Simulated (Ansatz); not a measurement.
Input file:

```yaml
crystal:
  periodic: [false, false, false]
  atoms:
    - {symbol: B, position_ang: [0.000000, 0.000000, 0.000000]}
    - {symbol: O, position_ang: [0.000000, 0.000000, 1.403204]}
basis:
  gaussian: {orbitals: cc-pVDZ, point_charges: [{charge: -0.50, position_ang: [3.259, 0.116, -0.042]}]}
magnetization: {spin_polarized: false, initial_magnetization: 5}
hamiltonian: {xc: {name: r2SCAN}}
correlation: {method: ccsdt, electrons: outside_noble_gas}
output: {forces: true}
```

```sh
$ ansatz run in.yaml --threads 1 --pin off --events-out ev --progress --plain --max-ram 2393MiB
```

The program prints:

```
464 factors; integrals over basis functions are off by at most 1.7e-7 eV
mean field evaluation 1: about -2707.3778 eV, gradient 1.6e1 eV
mean field evaluation 2: about -2707.3765 eV, gradient 1.6e1 eV
mean field evaluation 4: about -2708.4337 eV, gradient 8.9e-1 eV
mean field evaluation 8: about -2708.4365 eV, gradient 5.9e-3 eV
mean field evaluation 16: about -2708.4365 eV, gradient 4.9e-7 eV
mean field -2708.43648134 eV, -99.5332048450 hartree, gradient 5.2e-7 eV, S^2 8.750000; 0 other end points of the search recorded, 0 dependent functions left out
mean field evaluation 32: about -2699.2425 eV, gradient 2.8e-1 eV
2 core orbitals not correlated: weight in the atoms' cores, before any rotation towards them, 1.000 or more for the frozen orbitals, at most 0.000 for the correlated occupied ones
reference -2698.97725165 eV, -99.1855845656 hartree; 7, 2 occupied and 19, 24 virtual orbitals, 464 factors
second order -3.44267841 eV of doubles, -0.17762228 eV of singles
cycle   1  -4.05080787 eV  change   -4.3e-1 eV  update   3.9e-2
cycle   2  -4.22001004 eV  change   -1.7e-1 eV  update   1.5e-2
cycle   3  -4.24069724 eV  change   -2.1e-2 eV  update   6.6e-3
cycle   4  -4.24383506 eV  change   -3.1e-3 eV  update   3.6e-3
cycle   5  -4.24512478 eV  change   -1.3e-3 eV  update   1.6e-3
cycle   6  -4.24578389 eV  change   -6.6e-4 eV  update   9.2e-4
cycle   7  -4.24606575 eV  change   -2.8e-4 eV  update   4.7e-4
cycle   8  -4.24596761 eV  change    9.8e-5 eV  update   2.2e-4
cycle   9  -4.24591103 eV  change    5.7e-5 eV  update   9.0e-5
cycle  10  -4.24594452 eV  change   -3.3e-5 eV  update   3.9e-5
cycle  11  -4.24595870 eV  change   -1.4e-5 eV  update   1.6e-5
cycle  12  -4.24595078 eV  change    7.9e-6 eV  update   6.1e-6
cycle  13  -4.24594756 eV  change    3.2e-6 eV  update   3.6e-6
cycle  14  -4.24594408 eV  change    3.5e-6 eV  update   2.7e-6
cycle  15  -4.24594444 eV  change   -3.6e-7 eV  update   1.9e-6
cycle  16  -4.24594515 eV  change   -7.1e-7 eV  update   9.2e-7
the calculation of the forces begins
Total energy: -2703.22319680 eV, -99.3416201720 hartree
Atom 0 at     0.000000     0.000000     0.000000 Å, force    -0.399622    -0.014224    -9.575303 eV/Å
Atom 1 at     0.000000     0.000000     1.403204 Å, force     0.327342     0.011651     9.435293 eV/Å
Dipole moment:     0.073495     0.002616     0.683708 e Å
```

Forces (eV/Å):
```
B   -0.400 -0.014 -9.575
O    0.327  0.012  9.435
```

Ran on 1 thread of Arm Neoverse V2, shared host: 12 s wall, 0.23 GiB peak host memory.
